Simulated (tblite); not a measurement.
C5H4P (charge -1).
Geometry (GFN2-xTB, Å), atoms numbered from 1 in this order:
```xyz
10
C5H4P angstrom
C     -1.8348    1.1411    0.6724
C     -1.3958    0.2435    0.0071
C     -0.8307   -0.8483   -0.7319
P      0.6369   -1.6593    0.1844
C      1.7466   -0.3529   -0.0662
C      2.6266    0.4554   -0.2661
H     -2.1960    1.9317    1.2618
H     -0.4884   -0.5083   -1.7157
H     -1.5787   -1.6391   -0.8662
H      3.3230    1.2407   -0.3548
```

All values are computed: GFN2-xTB (tblite) harmonic vibrations without scaling, gas phase. This tight-binding method is rough: wavenumbers can miss measured ones by several per cent, in bad cases by 10 to 20. One conformer, not necessarily the lowest.

Harmonic wavenumbers (cm⁻¹): 40.8, 113.9, 145.7, 157.1, 278.6, 313.2, 381.6, 425.8, 556.0, 594.8, 603.6, 656.9, 704.5, 802.0, 994.9, 1120.4, 1159.6, 1418.9, 2114.8, 2260.2, 2879.0, 2895.2, 3309.8, 3364.6.

A = 4515, B = 2059, C = 1566 MHz; mass 95.005 u (most abundant isotopes); point group C1, symmetry number 1.

Zero-point energy?

Half the sum of the wavenumbers: 13646 cm⁻¹ = 163.24 kJ/mol.

Give the ideal-gas entropy at 298.15 K and 1 bar in the rigid-rotor, harmonic-oscillator model (classical rotation).

Translation 165.65, rotation 115.03, vibration 88.06: S = 368.7 J/(mol K).

And Cp and H(298.15 K) − H(0)?

Cp = 119.33 J/(mol K), of which vibrations give 86.07 (their classical limit is 24 R = 199.5); H(298.15 K) − H(0) = 23.63 kJ/mol without the zero-point energy, 13.71 from vibrations.

Which modes carry the vibrational entropy at 298.15 K?

40.8 cm⁻¹: 21.84; 113.9 cm⁻¹: 13.39; 145.7 cm⁻¹: 11.41; 157.1 cm⁻¹: 10.81; 278.6 cm⁻¹: 6.45; 313.2 cm⁻¹: 5.63 J/(mol K); the other 18 give 18.52 together.

How do the functions run with temperature in this model?

```json
{"T (K)": "50", "S (J/(mol K))": "231.3", "Cp (J/(mol K))": "48.8", "H − H(0) (kJ/mol)": "1.98", "G − H(0) (kJ/mol)": "-9.58", "ln q(vib)": "0.43"}
{"T (K)": "100", "S (J/(mol K))": "270.6", "Cp (J/(mol K))": "66.0", "H − H(0) (kJ/mol)": "4.87", "G − H(0) (kJ/mol)": "-22.19", "ln q(vib)": "1.31"}
{"T (K)": "373.15", "S (J/(mol K))": "397.0", "Cp (J/(mol K))": "132.9", "H − H(0) (kJ/mol)": "33.11", "G − H(0) (kJ/mol)": "-115.05", "ln q(vib)": "6.43"}
{"T (K)": "500", "S (J/(mol K))": "438.4", "Cp (J/(mol K))": "149.8", "H − H(0) (kJ/mol)": "51.10", "G − H(0) (kJ/mol)": "-168.11", "ln q(vib)": "8.61"}
{"T (K)": "750", "S (J/(mol K))": "503.7", "Cp (J/(mol K))": "172.0", "H − H(0) (kJ/mol)": "91.54", "G − H(0) (kJ/mol)": "-286.24", "ln q(vib)": "12.46"}
{"T (K)": "1000", "S (J/(mol K))": "555.4", "Cp (J/(mol K))": "187.2", "H − H(0) (kJ/mol)": "136.55", "G − H(0) (kJ/mol)": "-418.85", "ln q(vib)": "15.78"}
```

q(vib) and H(0) count from the zero-point level.

What must be added to the electronic energy to get the Gibbs energy at 298.15 K and 1 bar?

ZPE + [H(298.15 K) − H(0)] − T·S = 163.24 + 23.63 − 109.94 = 76.93 kJ/mol.

Blend soft modes into free rotors: weight 1/[1 + (100 cm⁻¹/ν̃)⁴] for the oscillator and the rest for a rotor with moment μB/(μ + B), μ = h/(8π²ν), B = 10⁻⁴⁴ kg m². What vibrational entropy results?

81.09 J/(mol K) in place of 88.06, which changes −T·S at 298.15 K by +2.08 kJ/mol.

Hindered rotation and anharmonicity are outside this model. Other conformers, if any are populated, would add a mixing term that is left out. The structure is chiral; the term R ln 2 for an equal mix with its mirror image is left out.
